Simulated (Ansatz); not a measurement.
# AlBH₆N+: one structure at several levels

One table from this session's results is given with a row withheld; the runs are named, their logs left out.

Program: Ansatz 0.2.0, Gaussian basis. Level of theory: single points in def2-TZVPP. These are calculated values, not measurements.

Correlated methods freeze the cores.

**Where the work starts**

SMILES `[NH3+][BH][AlH2]`, 9 atoms, charge 1, spin multiplicity 1.

Atoms are counted from 1 here; the program's logs count them from 0.

Bond lengths: N1–B2 1.544 Å, N1–H4 1.017 Å, N1–H5 0.991 Å, N1–H6 1.065 Å, B2–Al3 2.187 Å, B2–H7 1.162 Å, Al3–H8 1.541 Å, Al3–H9 1.575 Å. Angles: B2–N1–H4 109.0°, B2–N1–H5 110.9°, B2–N1–H6 108.4°, H4–N1–H5 107.4°, H4–N1–H6 109.3°, H5–N1–H6 111.8°, N1–B2–Al3 101.7°, N1–B2–H7 114.5°, Al3–B2–H7 143.8°, B2–Al3–H8 137.2°, B2–Al3–H9 100.5°, H8–Al3–H9 122.3°.

Coordinates:

```xyz
9
charge 1, multiplicity 1
N    -0.61100    0.88460   -0.53200
B     0.47240   -0.16640   -0.85520
Al    0.69670   -1.18050    1.06940
H    -1.42400    0.71240   -1.11760
H    -0.28730    1.79880   -0.73470
H    -0.88600    0.78050    0.49200
H     0.86220   -0.13480   -1.94940
H     1.53040   -2.34230    1.64440
H    -0.35110   -0.38680    1.93670
```

The first run:

File run/in.yaml:

```yaml
crystal:
  periodic: [false, false, false]
  atoms:
    - {symbol: N, position_ang: [-0.611000, 0.884600, -0.532000]}
    - {symbol: B, position_ang: [0.472400, -0.166400, -0.855200]}
    - {symbol: Al, position_ang: [0.696700, -1.180500, 1.069400]}
    - {symbol: H, position_ang: [-1.424000, 0.712400, -1.117600]}
    - {symbol: H, position_ang: [-0.287300, 1.798800, -0.734700]}
    - {symbol: H, position_ang: [-0.886000, 0.780500, 0.492000]}
    - {symbol: H, position_ang: [0.862200, -0.134800, -1.949400]}
    - {symbol: H, position_ang: [1.530400, -2.342300, 1.644400]}
    - {symbol: H, position_ang: [-0.351100, -0.386800, 1.936700]}
basis:
  gaussian: {orbitals: def2-TZVPP}
total_charge: 1
correlation: {method: ccsd_t}
output: {forces: true}
```

The run is started by

```bash
> ansatz run in.yaml --threads 4 --pin off --events-out ev --progress --plain --max-ram 5222MiB
```

Among the steps run: CCSD(T)/def2-TZVPP; PBE0-D4/def2-TZVPP; wB97M-V/def2-TZVPP; r2SCAN-D4/def2-TZVPP; PBE-D4/def2-TZVPP; LC-wPBE/def2-TZVPP; B97M-V/def2-TZVPP.

One table of the session follows, with a row left open; its other results are not shown here.

```
   method  RMS force component (eV/Å)  angle to CCSD(T) forces (°)
  CCSD(T)                       0.633                    reference
  PBE0-D4                       0.621                          9.8
  wB97M-V                           ?                            ?
r2SCAN-D4                       0.610                          7.9
   PBE-D4                       0.656                         17.8
  LC-wPBE                       0.633                          8.5
   B97M-V                       0.596                          9.7
```

Estimate the missing values for wB97M-V.

**Answer.** RMS force component (eV/Å): 0.616; angle to CCSD(T) forces (°): 5.8. In the column «RMS force component (eV/Å)» it lies between r2SCAN-D4 (0.610) and PBE0-D4 (0.621).
